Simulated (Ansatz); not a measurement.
Input file for Ansatz (an electronic-structure program): U-PBE/def2-TZVPP on CH3 (SMILES [CH3]), 2S+1 = 2, atoms moved off the minimum.

Ansatz 0.2 input:
```yaml
crystal:
  periodic: [false, false, false]
  atoms:
    - {symbol: C, position_ang: [-0.01643788, -0.01322896, 0.07072225]}
    - {symbol: H, position_ang: [0.99426954, -0.22410035, 0.07089285]}
    - {symbol: H, position_ang: [-0.69044540, -0.83374718, -0.09598158]}
    - {symbol: H, position_ang: [-0.39261447, 1.06057533, -0.00791096]}
basis:
  gaussian:
    orbitals: def2-TZVPP
hamiltonian:
  xc: {name: PBE}
magnetization: {spin_polarized: true, initial_magnetization: 1}
output: {forces: true}
```

It printed:

```
WARN ansatz: RAYON_NUM_THREADS=1 ignored (pool sized by the plan → 1); use --threads N
Functional definition: PBE
integrals: 0.01 GiB planned
357 factors; their error is unknown
mean field: 0.14 GiB planned
mean field evaluation 1: about -1078.2334 eV, gradient 3.0e1 eV
mean field evaluation 2: about -1074.7168 eV, gradient 3.7e1 eV
mean field evaluation 4: about -1082.6064 eV, gradient 2.4e-1 eV
mean field evaluation 8: about -1082.5977 eV, gradient 5.3e-3 eV
mean field -1082.59768658 eV, -39.7847311708 hartree, gradient 1.3e-5 eV, S^2 0.753708; 0 other end points of the search recorded, 0 dependent functions left out
the calculation of the forces begins
reference -1082.59771419 eV, -39.7847321852 hartree; 5, 4 occupied and 68, 69 virtual orbitals, 357 factors
Total energy: -1082.59771419 eV, -39.7847321852 hartree
Atom 0 at    -0.016438    -0.013229     0.070722 Å, force    -2.290947     1.994194    -0.267911 eV/Å
Atom 1 at     0.994270    -0.224100     0.070893 Å, force     2.201421    -0.244079     0.096906 eV/Å
Atom 2 at    -0.690445    -0.833747    -0.095982 Å, force    -0.447203    -0.226317     0.003001 eV/Å
Atom 3 at    -0.392614     1.060575    -0.007911 Å, force     0.536729    -1.523798     0.168005 eV/Å
Dipole moment:     0.006433    -0.004321    -0.035364 e Å
```

Self-consistency was reached.

Cost: very roughly 0.4 core-seconds.
